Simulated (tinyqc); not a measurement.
CIS on RHF in the sto-3g basis, frozen core, for H2O, spin multiplicity 1, step by step. One step of it, computed by the program tinyqc.

Question. CIS matrix, triplets. A(ia,jb) = (e_a - e_i) d_ij d_ab - (ij|ab).

orbital energies (hartree): MO1 -20.258180, MO2 -1.223337, MO3 -0.563736, MO4 -0.443135, MO5 -0.388310, MO6 0.510091, MO7 0.622736

Two-electron integrals over orbitals (pq|rs), unique and non-zero (hartree); the lowest 1 orbital is frozen and left out:
```
(22|22) 0.723609    (32|32) 0.134657    (33|22) 0.623794    (33|33) 0.604769
(42|22) -0.016077   (42|33) 0.004933    (42|42) 0.128814    (43|32) 0.025923
(43|43) 0.053067    (44|22) 0.665438    (44|33) 0.575097    (44|42) -0.098116
(44|44) 0.725453    (52|52) 0.148460    (53|53) 0.027048    (54|52) -0.045365
(54|54) 0.050770    (55|22) 0.751709    (55|33) 0.609492    (55|42) -0.077759
(55|44) 0.702260    (55|55) 0.880159    (62|22) 0.135372    (62|33) 0.069224
(62|42) 0.028268    (62|44) 0.069939    (62|55) 0.146768    (62|62) 0.097033
(63|32) -0.037777   (63|43) -0.035181   (63|63) 0.073452    (64|22) 0.117004
(64|33) 0.047179    (64|42) -0.045095   (64|44) 0.130560    (64|55) 0.140155
(64|62) 0.060654    (64|64) 0.089138    (65|52) 0.053590    (65|54) 0.003443
(65|65) 0.035586    (66|22) 0.600114    (66|33) 0.556124    (66|42) 0.051000
(66|44) 0.546239    (66|55) 0.581790    (66|62) 0.094191    (66|64) 0.050476
(66|66) 0.587317    (72|32) 0.050277    (72|43) -0.032011   (72|63) 0.031780
(72|72) 0.066215    (73|22) 0.155906    (73|33) 0.088915    (73|42) -0.078228
(73|44) 0.147450    (73|55) 0.198684    (73|62) 0.071023    (73|64) 0.095026
(73|66) 0.042574    (73|73) 0.157865    (74|32) -0.074559   (74|43) -0.009049
(74|63) 0.051637    (74|72) -0.017031   (74|74) 0.070778    (75|53) 0.023843
(75|75) 0.024820    (76|32) 0.089642    (76|43) 0.058239    (76|63) -0.065521
(76|72) -0.006156   (76|74) -0.059962   (76|76) 0.113056    (77|22) 0.612351
(77|33) 0.590281    (77|42) -0.017137   (77|44) 0.587021    (77|55) 0.613064
(77|62) 0.063419    (77|64) 0.048293    (77|66) 0.554955    (77|73) 0.094173
(77|77) 0.602347
```

Give: CIS matrix A, triplet.

Answer.

CIS matrix A, triplet (hartree), lower triangle:
```
         2>6      2>7      3>6      3>7     4>6     4>7     5>6     5>7
2>6   1.1333
2>7   0.0000   1.2337
3>6   0.0000  -0.0896   0.5177
3>7  -0.0896   0.0000   0.0000   0.5962
4>6  -0.0510   0.0000   0.0000  -0.0582  0.4070
4>7   0.0000   0.0171  -0.0582   0.0000  0.0000  0.4788
5>6   0.0000   0.0000   0.0000   0.0000  0.0000  0.0000  0.3166
5>7   0.0000   0.0000   0.0000   0.0000  0.0000  0.0000  0.0000  0.3980
```
